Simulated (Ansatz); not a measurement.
Relaxation of AlFH4Si (7 atoms, charge 0, multiplicity 1), to a largest force component of 0.02 eV/Å in at most 40 steps.

All numbers below come from RKS PBE-D4/def2-SVP (Ansatz 0.2.0).

```xyz
7
Properties=species:S:1:pos:R:3
F -1.453 -2.280 0.266
Al -0.168 -1.114 0.693
Si 0.119 0.883 -0.544
H 0.881 -1.452 1.908
H -0.861 0.964 -1.608
H 0.024 2.052 0.370
H 1.520 0.879 -1.131
```

Q: Where does it end, and by what steps?

A: It converged. After 5 steps the energy has fallen by 0.240 eV; H4 moved furthest, 0.20 Å.

```csv
step,energy less start (eV),largest force component (eV/Å),accepted
0,0.0000,1.933,yes
1,-0.1874,1.064,yes
2,-0.2272,0.448,yes
3,-0.2350,0.247,yes
4,-0.2388,0.044,yes
5,-0.2395,0.018,yes
```

```xyz
7
Properties=species:S:1:pos:R:3
F -1.365 -2.235 0.336
Al -0.125 -1.168 0.740
Si 0.130 0.892 -0.570
H 0.788 -1.621 1.972
H -0.884 1.028 -1.674
H 0.009 2.095 0.334
H 1.508 0.941 -1.185
```

Whether the end is a true minimum wasn't checked by a vibrational analysis.

The run took 8.7 s on 1 CPU thread of a shared host.
